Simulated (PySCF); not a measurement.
An unknown is described by computed data only.

Formula: BH5Si.

| Item | Value |
| --- | --- |
| Rotational structure | rotational constants A, B, C: 62.708, 10.667, 10.196 GHz [PBE0-D3(BJ)/def2-SVP] |
| 1H NMR | chemical shifts (computed TMS as zero) by class: 10.49 (2 H), 3.83 (3 H) ppm [GIAO KT2/pcSseg-2] |
| NMR, other nuclei | isotropic shieldings of nuclei other than C and H, by class: -22 (1 B), 456 (1 Si) ppm [GIAO KT2/pcSseg-2] |
| XPS | Si2p3/2 106.6, B1s 196.6, Si1s 1846.3 eV [ΔSCF SCAN, pcX-2 on the ionised atom, pcseg-1 elsewhere, spin-free X2C, 2p3/2 from a spin–orbit splitting computed afterwards within the 2p shell] |
| Valence photoelectron | vertical ionisation energy: 10.81 eV [ΔSCF PBE0/def2-SVPD] |
| Polarisability | 46.8 au [PBE0/def2-SVPD] |
| Dipole | 0.33 D [PBE0/def2-SVPD] |
| UV, strongest line | among the 10 lowest singlet transitions: S8 at 8.53 eV (145 nm, f = 0.319) [TDDFT PBE0/def2-SVPD] |
| Triplet | lowest triplet excitation (Tamm–Dancoff): 3.30 eV [TDA PBE0/def2-SVPD] |

Electronic properties: PySCF, gas phase, density fitting. Levels stand in brackets. Isolated species at its PBE0-D3(BJ)/def2-SVP geometry, gas phase. NMR values are class means; diastereotopic atoms form classes of their own.

Problem. Propose a structure and show how it fits.

Solution. Hydrogen classes from least to most shielded: 2 H on a three-coordinate boron (10.49 ppm), 3 H on an SiH3 silicon (3.83 ppm). The other shieldings belong to: -22 ppm, three-coordinate boron; 456 ppm, SiH3 silicon. The core levels belong to: Si2p3/2 106.6 eV, SiH3 silicon; B1s 196.6 eV, three-coordinate boron; Si1s 1846.3 eV, SiH3 silicon. The hole state at 196.6 eV has ⟨S²⟩ = 0.84 against 0.75, so that value is less sure. The first electron is taken from the HOMO, whose largest Löwdin shares are 0.39 on the three-coordinate boron, 0.33 on the SiH3 silicon and 0.07 on each of 2 atoms of one kind (B–H hydrogen). By its constants the optimised geometry is an asymmetric top. Structure: boranylsilane, `B[SiH3]`.
